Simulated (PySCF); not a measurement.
Energies from PySCF, thermal terms from the rigid-rotor harmonic-oscillator model, ideal gas at 1 bar. Table values come from the NASA 1993 polynomials. 6-31G* has spherical d functions here. Open shells (unrestricted): S2 (multiplicity 3). The harmonic model lacks anharmonicity and excited electronic states, which grow with temperature; levels with a mode under 35 cm⁻¹ are left out. The table's entry may be an old estimate for S2 (not checked at source).

Harmonic frequencies at HF/6-31G* (cm⁻¹): 811. Point group D∞h; S°(298 K) = 227.7 J/mol/K at this level.

Work out Cp and S° of gaseous S2 at 500, 800, 1200, 1600, 2000 K from these, and set them beside the table.


```json
[
 {"T (K)": "500", "Cp HF/6-31G*": "34.5", "Cp table": "35.0", "S° HF/6-31G*": "244.8", "S° table": "245.8"},
 {"T (K)": "800", "Cp HF/6-31G*": "36.1", "Cp table": "36.5", "S° HF/6-31G*": "261.4", "S° table": "262.6"},
 {"T (K)": "1200", "Cp HF/6-31G*": "36.8", "Cp table": "38.0", "S° HF/6-31G*": "276.2", "S° table": "277.7"},
 {"T (K)": "1600", "Cp HF/6-31G*": "37.1", "Cp table": "39.1", "S° HF/6-31G*": "286.9", "S° table": "288.8"},
 {"T (K)": "2000", "Cp HF/6-31G*": "37.2", "Cp table": "40.1", "S° HF/6-31G*": "295.1", "S° table": "297.6"}
]
```
Units J/mol/K.
